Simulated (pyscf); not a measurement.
`[NH2][GaH2]` -> `[NH2][Ga]` [singlet] + `[H][H]` (1,1-elimination; singlet surface; Ga–H, Ga–H broken, H–H formed). Single points on ωB97X-D3(BJ)/def2-SVP structures (PySCF, gas phase). Energies in kcal/mol from the reactant's lowest minimum found.

| level | barrier | reaction energy |
|---|---|---|
| ωB97X-D3(BJ)/def2-TZVP | 73.9 | +16.5 |
| PBE/def2-TZVP | 61.1 | +11.5 |
| r²SCAN/def2-TZVP | ? | +16.0 |
| B3LYP-D3(BJ)/def2-TZVP | 66.7 | +9.8 |
| PBE0-D3(BJ)/def2-TZVP | 67.3 | +15.3 |
| ωB97M-D3(BJ)/def2-TZVP | ? | ? |

### Question
Fill in the missing entries.

### Answer

- r²SCAN/def2-TZVP, barrier: 65.5
- ωB97M-D3(BJ)/def2-TZVP, barrier: 71.0
- ωB97M-D3(BJ)/def2-TZVP, reaction energy: +12.6

The functionals in the table span 12.9 kcal/mol in this barrier, from PBE to ωB97X-D3(BJ)/def2-TZVP. The same reactants have a lower exit, to NH₃ + GaH [singlet] (barrier +65.6 kcal/mol at ωB97M-D3(BJ)/def2-TZVP, against +71.0 kcal/mol here). One saddle was located; it need not be the lowest between these sides. Elements up to Kr have no core potential and no relativistic terms here.
